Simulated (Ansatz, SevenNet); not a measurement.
Bulk modulus B0 (GPa) of solids drawn from the class of elemental solids other than molecular ones, at two levels: the machine-learned potential SevenNet-l3i5 (trained on PBE and PBE+U data), and r²SCAN (PAW; Ansatz, an electronic-structure program).

```json
[
 {"solid": "hcp Mg", "SevenNet-l3i5": "36.8", "r²SCAN": "39.6", "shift (%)": "+7.6"},
 {"solid": "fcc Pt", "SevenNet-l3i5": "247", "r²SCAN": "271", "shift (%)": "+9.7"},
 {"solid": "α-phase Ga", "SevenNet-l3i5": "48.7", "r²SCAN": "63.4", "shift (%)": "+30"},
 {"solid": "hcp Hf", "SevenNet-l3i5": "106", "r²SCAN": "110", "shift (%)": "+3.8"},
 {"solid": "fcc Ca", "SevenNet-l3i5": "15.3", "r²SCAN": "17.9", "shift (%)": "+17.0"},
 {"solid": "bcc Na", "SevenNet-l3i5": "6.87", "r²SCAN": "7.66", "shift (%)": "+11.5"},
 {"solid": "hcp Y", "SevenNet-l3i5": "39.7", "r²SCAN": "40.6", "shift (%)": "+2.3"}
]
```

The shifts run from +2.3 % to +30 %, with a median of +9.7 %.

Over all 7 rows r²SCAN is the larger in 7.

Ansatz's runs of these crystals have no spin polarisation. A magnetic state wasn't tried for fcc Pt, hcp Y with meta-GGA or hybrid levels, which favour moments.

Spin–orbit coupling is left out, also for the solids with elements from indium on (fcc Pt, hcp Hf); its size isn't shown.

Each level is taken at its own relaxed cell. Ansatz's density-functional and Hartree–Fock values are scalar-relativistic unless marked +SOC, with PAW data made under PBE.
